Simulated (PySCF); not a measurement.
Which functional comes closest?

Molecule: SMILES [C-]#[N+]C(C)C, C₄H₇N.

Numbering as in the mapped SMILES `[C-:1]#[N+:2][CH:3]([CH3:4])[CH3:5]`. Hydrogens are named by the atom that carries them.

Geometry PBE0-D3(BJ)/def2-SVP throughout; GIAO in PySCF 2.14.0 with density-fitted response routines, gas phase, one conformer, non-relativistic; equivalent atoms averaged; basis pcSseg-2.

Reference values (measured; solution, not stated per compound (mostly CDCl3 or CCl4); Pretsch, Buehlmann, Badertscher, Structure Determination of Organic Compounds, 4th ed. (2009)): δ(C3) = 45.5 ppm, δ(C4/C5) = 23.4 ppm, δ(H(C3)) = 3.87 ppm, δ(H(C4)/H(C5)) = 1.45 ppm. Computed shifts are taken against TMS, calculated as an isolated molecule at each level.

Task: How do the functionals HF, LDA, PBE, BLYP, BP86, OPBE, KT2, KT3, B97-D, B3LYP, PBE0, mPW1PW91, WP04, B97-2, BHandHLYP, CAM-B3LYP, wB97X-D, LC-wPBE perform against the reference? Times are CPU seconds on shared hosts with different chips, so compare them loosely; the GGAs took longer than the global hybrids here, which isn't the general rule, and the cause wasn't traced.

Result: 
```
functional                    kind    C3  C4/C5  H(C3)  H(C4)/H(C5)  mean abs. error C  mean abs. error H  core-s
        HF            Hartree–Fock  42.4   26.0   3.23         1.28                2.9               0.41      23
       LDA                     LDA  48.1   26.1   3.85         1.25                2.7               0.11      51
       PBE                     GGA  48.5   26.5   3.76         1.26                3.1               0.15      63
      BLYP                     GGA  49.5   27.3   3.73         1.29                4.0               0.15      63
      BP86                     GGA  48.5   26.4   3.74         1.26                3.0               0.16      62
      OPBE                     GGA  47.5   25.2   3.75         1.24                1.9               0.17      62
       KT2                     GGA  48.3   26.5   3.85         1.27                2.9               0.10      62
       KT3                     GGA  48.4   26.3   3.78         1.28                2.9               0.13      66
     B97-D                     GGA  48.7   26.6   3.73         1.29                3.2               0.15      67
     B3LYP           global hybrid  48.2   26.9   3.61         1.29                3.1               0.21      48
      PBE0           global hybrid  47.0   26.1   3.60         1.25                2.1               0.23      46
  mPW1PW91           global hybrid  47.2   26.1   3.59         1.25                2.2               0.24      46
      WP04           global hybrid  51.1   26.4   3.49         1.27                4.3               0.28      28
     B97-2           global hybrid  47.2   26.1   3.60         1.27                2.2               0.22      28
 BHandHLYP           global hybrid  46.2   26.6   3.46         1.29                2.0               0.29      28
 CAM-B3LYP  range-separated hybrid  47.2   26.6   3.52         1.29                2.5               0.26      39
   wB97X-D  range-separated hybrid  47.1   26.3   3.49         1.26                2.3               0.28      37
   LC-wPBE  range-separated hybrid  45.6   25.4   3.37         1.25                1.1               0.35      49
```

For 13C the closest is LC-wPBE (1.1 ppm) and the furthest WP04 (4.3 ppm).

For 1H the closest is KT2 (0.10 ppm, with LDA practically level) and the furthest HF (0.41 ppm). One molecule is a small sample, and vibrational and solvent effects are absent from the calculation.
